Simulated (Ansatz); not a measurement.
The cluster AlSi₂⁺ was relaxed with PBE0-D4 (def2-TZVP) in Ansatz in these states: charge +1 quintet, charge +1 triplet. The geometries follow in no particular order.

A:

```xyz
3

Al   -1.353    0.132   -0.746
Si    1.167   -0.285   -0.557
Si    0.186    0.153    1.303
```

B:

```xyz
3

Al   -1.072    1.060    0.394
Si    0.011   -0.672   -1.244
Si    1.062   -0.388    0.850
```

Judge from the bond lengths which geometry belongs to which state (an estimate).

A is the charge +1 triplet (Si2–Si3 2.148 Å, Al1–Si2 2.562 Å, Al1–Si3 2.563 Å); B is the charge +1 quintet (Si2–Si3 2.361 Å, Al1–Si2 2.619 Å, Al1–Si3 2.619 Å).

At PBE0-D4/def2-TZVP a triplet lies 0.56 eV below the charge +1 quintet. These are the stationary points nearest to one start from a short search; other shapes may lie lower in each state.
